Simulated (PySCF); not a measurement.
Compound: C3HOP.
Cartesian coordinates in Å at the PBE0-D3(BJ)/def2-SVP level; atoms count from 1:
```xyz
6
C3HOP angstrom
C     -1.6738   -0.4713    0.3343
C     -0.6651    0.2094    0.3118
P      0.6749    1.3542    0.3851
C      1.7291    0.3004   -0.4294
O      2.5165   -0.3397   -0.9707
H     -2.5575   -1.0830    0.3505
```

Theory: PySCF, PBE0-D3(BJ)/def2-SVP geometry optimisation, gas phase.

Take the most abundant isotopes and a rigid rotor. 

(1) Give the principal moments of inertia and the rotational constants in MHz.

(2) What kind of rotor is it?

(3) What does the inertial defect say?

(4) Where do the levels up to J = 5 lie, in MHz?

(5) Predict some low-J microwave lines.

Results:

(1) Ia = 57.46, Ib = 181.32, Ic = 238.78 u·Å²; 505379 MHz·u·Å²/I gives A = 8796, B = 2787, C = 2117 MHz.

(2) An asymmetric top: κ = (2 × 2787 − 8796 − 2117)/(8796 − 2117) = -0.80.

(3) Planar: Δ = Ic − Ia − Ib = 0.00 u·Å². For a rigid frame Δ = −2 Σ m c², so it vanishes when all atoms lie in the ab plane; here none is more than 0.01 Å from it.

(4) Above 0(0,0):
J = 1: 1(0,1) 4904, 1(1,1) 10912, 1(1,0) 11583
J = 2: 2(0,2) 14658, 2(1,2) 20049, 2(1,1) 22061, 2(2,1) 40087, 2(2,0) 40141
J = 3: 3(0,3) 29159, 3(1,3) 33722, 3(1,2) 37744, 3(2,2) 54799, 3(2,1) 55062, 3(3,1) 86551, 3(3,0) 86554
J = 4: 4(0,4) 48262, 4(1,4) 51897, 4(1,3) 58585, 4(2,3) 74372, 4(2,2) 75147, 4(3,2) 106264, 4(3,1) 106283, 4(4,1) 150584, 4(4,0) 150584
J = 5: 5(0,5) 71807, 5(1,5) 74533, 5(1,4) 84520, 5(2,4) 98773, 5(2,3) 100520, 5(3,3) 130939, 5(3,2) 131012, 5(4,2) 175220, 5(4,1) 175221, 5(5,1) 232208, 5(5,0) 232208
Those of J = 1 are B + C, A + C and A + B.

(5) The dipole components are |μa| = 0.44 D, |μb| = 0.31 D, |μc| = 0.00 D; the mirror of this Cs structure is the ab plane, so μc vanishes by symmetry and there are no c-type lines. Intensities carry the squares of the components, which stand as 1.00 : 0.48 (a : b). Some lines, for components of 0.1 D or more:

| type | branch | J(Ka,Kc) | MHz | lower level (cm⁻¹) |
| --- | --- | --- | --- | --- |
| a | Q | 1(1,0) ← 1(1,1) | 671 | 0.364 |
| a | Q | 4(2,2) ← 4(2,3) | 775 | 2.481 |
| b | R | 4(1,3) ← 3(2,2) | 3787 | 1.828 |
| b | Q | 2(1,1) ← 2(0,2) | 7403 | 0.489 |
| b | R | 4(0,4) ← 3(1,3) | 14540 | 1.125 |
| a | R | 3(2,2) ← 2(2,1) | 14711 | 1.337 |
| b | Q | 4(2,2) ← 4(1,3) | 16561 | 1.954 |
| b | Q | 3(3,1) ← 3(2,2) | 31752 | 1.828 |
| b | R | 3(2,1) ← 2(1,2) | 35013 | 0.669 |
| b | R | 4(2,3) ← 3(1,2) | 36628 | 1.259 |
| b | Q | 4(4,0) ← 4(3,1) | 44301 | 3.545 |
| b | R | 3(3,1) ← 2(2,0) | 46410 | 1.339 |
| b | R | 3(3,0) ← 2(2,1) | 46466 | 1.337 |

No frequency check. No vibrational averaging or centrifugal distortion is included, and the geometry carries the error of its method.

Time: 14 s; peak memory 0.32 GiB. Hardware: an Arm Neoverse V1 with one thread, no GPU, shared host with 32 logical CPUs at a one-minute load of 29. That covers the optimisation of the geometry.
